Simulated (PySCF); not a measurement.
# SiS (SMILES [Si-]#[S+]): MP2/ANO-RCC-VTZP (sfX2C)

What is the vertical ionisation energy of SiS at MP2/ANO-RCC-VTZP (sfX2C)? 

The calculation is run with PySCF 2.14.0.

## Step 1: The system as given

The species is SiS (2 atoms), meant as a singlet with charge 0. SMILES: `[Si-]#[S+]`. The bond length is the measured one.

Bond lengths: Si1–S2 1.929 Å.

## Step 2: The energy at MP2/ANO-RCC-VTZP (sfX2C)

input.xyz reads:

```xyz
2

Si     0.000000     0.000000     0.000000
S      0.000000     0.000000     1.929321
```

job.py reads:

```python
from pyscf import gto, mp

mol = gto.M(
    atom='input.xyz',
    max_memory=1860,
    verbose=3,
    basis='ano-rcc-vtzp',
)

mf = mol.RHF()
mf = mf.x2c()
mf.conv_tol = 1e-10
mf.kernel()
if not mf.converged:
    mf = mf.newton().run(mf.mo_coeff, mf.mo_occ)

pt = mp.MP2(mf, frozen=10).run()
energy = pt.e_tot
print('Final energy', energy)
```

Run with:

```sh
OMP_NUM_THREADS=1 python job.py
```

Output:

```text
converged SCF energy = -688.195187404568
E(RMP2) = -688.454757086206  E_corr = -0.259569681638211
E(SCS-RMP2) = -688.452577256676  E_corr = -0.257389852107858
Final energy -688.4547570862064
```

Wall time 4.8 s (1 thread of Arm Neoverse V1, shared host); peak memory 0.16 GiB.

## Step 3: The doublet cation

input.py reads:

```python
from pyscf import gto, scf, mp

system = gto.M(
    atom='''
Si     0.000000     0.000000     0.000000
S      0.000000     0.000000     3.645888
''',
    basis='ano-rcc-vtzp',
    spin=1,
    charge=1,
    unit='bohr',
    max_memory=1860,
    verbose=3,
)

mf = scf.UHF(system)
mf = mf.x2c()
mf.conv_tol = 1e-10
mf.kernel()
if not mf.converged:
    mf = mf.newton().run(mf.mo_coeff, mf.mo_occ)

pt = mp.MP2(mf, frozen=10).run()
e_tot = pt.e_tot
print(f'total energy: {e_tot:.8f} hartree')
```

Run with:

```sh
OMP_NUM_THREADS=1 python input.py
```

Output:

```text
converged SCF energy = -687.839531726588  <S^2> = 0.79108878  2S+1 = 2.0406752
E(UMP2) = -688.072339661956  E_corr = -0.23280793536783
E(SCS-UMP2) = -688.069508836075  E_corr = -0.229977109486265
total energy: -688.07233966 hartree
```

Run time: 5.4 s. Hardware: 1 thread of Arm Neoverse V1, shared host; peak memory 0.16 GiB.

## Step 4: Results

Level: MP2/ANO-RCC-VTZP (sfX2C), 10 core orbitals frozen.

| quantity | value |
| --- | --- |
| singlet SiS: total energy | -688.45476 Eh |
| singlet SiS: dipole moment (Hartree–Fock density) | 2.29 D |
| singlet SiS: HOMO energy (Hartree–Fock orbitals) | -10.57 eV |
| singlet SiS: LUMO energy (Hartree–Fock orbitals) | 0.65 eV |
| singlet SiS: HOMO–LUMO gap (Hartree–Fock orbitals) | 11.22 eV |
| singlet SiS: correlation energy (10 core orbitals frozen) | -259.6 mEh |
| doublet cation: total energy | -688.07234 Eh |
| doublet cation: HOMO energy (Hartree–Fock orbitals) (highest over α and β) | -17.48 eV |
| doublet cation: LUMO energy (Hartree–Fock orbitals) (lowest over α and β) | -8.81 eV |
| doublet cation: correlation energy (10 core orbitals frozen) | -232.8 mEh |
| doublet cation: ⟨S²⟩ of the reference determinant | 0.791 |
| vertical ionisation energy (to the doublet cation) | 10.406 eV |

**Reading.** Removing an electron at fixed nuclei costs 10.41 eV (1004 kJ/mol).
